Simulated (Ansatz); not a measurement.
Worked example: correlation energy of NClO, singlet

Geometry: MP2(full)/6-31G*, from the G2/97 set.

```json
{"atom": "Cl", "x (Å)": "-0.5258", "y (Å)": "-0.9400", "z (Å)": "0.0000"}
{"atom": "N", "x (Å)": "0.0119", "y (Å)": "1.0183", "z (Å)": "0.0000"}
{"atom": "O", "x (Å)": "1.1546", "y (Å)": "1.1916", "z (Å)": "0.0000"}
```

Basis STO-3G; Ansatz 0.2.0. Only valence electrons are correlated (noble-gas cores frozen), which leaves 18 electrons in 12 orbitals. R marks a restricted (for open shells ROHF) determinant.

Full CI is exact within this basis and frozen core; it isn't the basis-set limit.

Runs differ by some tens of microhartree through their thresholds, so steps under 0.03 kcal/mol mean nothing.

```csv
level,total energy (hartree)
RHF,-582.061101
RMP2,-582.223249
RCCSD,-582.237718
RCCSD(T),-582.246330
RCCSDT,-582.248244
RCCSDT(Q),-582.249280
RCCSDTQ,-582.249348
full CI,-582.249479
```

Q: What is the correlation energy at full CI, and what share of it do RMP2 and RCCSDTQ recover?

A: E(corr) = -582.249479 − (-582.061101) = -0.188378 hartree = -5.126 eV. RMP2: -0.162148 / -0.188378 = 86.08 %. RCCSDTQ: -0.188247 / -0.188378 = 99.93 %.

Q: By how many kcal/mol does RCCSD(T) miss full CI (1 hartree = 627.509 kcal/mol), and which steps make up the rest?

A: -582.246330 − (-582.249479) = 0.003149 hartree = 1.98 kcal/mol. Steps: RCCSDT − RCCSD(T) = -1.20, RCCSDT(Q) − RCCSDT = -0.65, RCCSDTQ − RCCSDT(Q) = -0.04, full CI − RCCSDTQ = -0.08 kcal/mol. With more than one leading determinant such errors change with state and geometry, and needn't cancel in differences.
